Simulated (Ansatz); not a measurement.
# CHBSi: the cost of one run

Program: Ansatz 0.2.0, Gaussian basis. Level of theory: def2-TZVPP, core rule «outside noble gas», up to 7 orbitals frozen. These are calculated values, not measurements.

The runs, in order: UHF; ROHF; CCSD(T) on UHF.

2 further runs of the same task are left out: 2 set aside as unsound or not needed.

## 1. The geometry

The geometry is a PBE0/def2-TZVP stationary point (not a proven minimum) of the parent state, kept for this charge and spin.

4 atoms, charge 1, spin multiplicity 2.

Atoms are counted from 1 here; the program's logs count them from 0.

Bond lengths: B1–Si2 1.863 Å, Si2–C3 1.679 Å, C3–H4 1.082 Å. Angles: B1–Si2–C3 143.8°, Si2–C3–H4 141.9°.

Geometry (Å):

```xyz
4
charge 1, multiplicity 2
B     0.0000   -0.3077    1.8266
Si    0.0000    0.2449    0.0477
C     0.0000   -0.3003   -1.5406
H     0.0000    0.0548   -2.5627
```

## 2. UHF

in.yaml reads:

```yaml
crystal:
  periodic: [false, false, false]
  atoms:
    - {symbol: B, position_ang: [0.000000, -0.307706, 1.826587]}
    - {symbol: Si, position_ang: [0.000000, 0.244910, 0.047705]}
    - {symbol: C, position_ang: [0.000000, -0.300317, -1.540627]}
    - {symbol: H, position_ang: [0.000000, 0.054790, -2.562688]}
basis:
  gaussian: {orbitals: def2-TZVPP}
total_charge: 1
magnetization: {spin_polarized: true, initial_magnetization: 1}
hamiltonian: {xc: hf}
output: {orbitals: {seedname: orbitals}}
```

The run is started by

```sh
$ ansatz run in.yaml --threads 1 --pin off --events-out ev --progress --plain --max-ram 4096MiB --backend cpu
```

**Question.** How long does this run take on 1 thread of AMD EPYC 7R13, shared host, and how much memory does it need?

About 18 s, with a peak of 0.27 GiB.
